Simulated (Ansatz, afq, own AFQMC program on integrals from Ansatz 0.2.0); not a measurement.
## BS, doublet → BS⁺, triplet

```yaml
atoms:
  - { symbol: B, position_ang: [0.0000, 0.0000, 0.0000] }
  - { symbol: S, position_ang: [0.0000, 0.0000, 1.6077] }
```

E(triplet, charge +1) − E(doublet, charge +0) at this geometry, on UHF and UHF determinants.

Basis 6-31G. Noble-gas cores (and the filled d shells of Ga–Kr and In–Xe) are frozen. Ansatz 0.2.0 and our own AFQMC program on the same integrals; the CISD trial comes from CCSD amplitudes, and released means the phaseless constraint is let go. Error bars are statistical, one sigma. The errors of all members are added in quadrature.

Full CI on the same integrals is exact in this basis and with this determinant's frozen core.

Errors are counted within 6-31G, not against nature.

Cautions: BS (doublet): unrestricted determinant spin contaminated (⟨S²⟩ 0.88 against 0.75), the ph-AFQMC/CISD walk drifts between its halves (2.5 errors); BS⁺ (triplet): lower spins were not checked; this needn't be the first ionization.

Reference (full CI): 1073.8 kJ/mol.

```csv
level,vertical ionization energy (kJ/mol),error against FCI (kJ/mol)
HF,997.6,-76.3
MP2,1073.4,-0.4
CCSD,1068.0,-5.8
CCSD(T),1072.2,-1.6
CCSDT,1073.9,0.0
CCSDT(Q),1073.9,0.1
CCSDTQ,1073.8,0.0
ph-AFQMC/CISD,1074.7 ± 0.5,0.9 ± 0.5
released AFQMC,1074.1 ± 0.4,0.3 ± 0.4
```

Correlation beyond CCSD(T) adds 1.6 kJ/mol. The perturbative (T) step is worth +4.2 kJ/mol. Where the cautions show a poor determinant, the low rows tell how each method copes with it, not its usual error.

CCSDT and higher add their correlation energy to the determinant of the CCSD(T) run, since their own runs factorise the integrals more tightly (a shift of under 2 meV). A walk keeps the symmetry of its determinant, which the program's search chose and which needn't be the lowest solution, so a lower state of the same spin and another symmetry isn't excluded. Released energies are given only where the last usable release times agree within the noise; a slower fall can still hide under it.
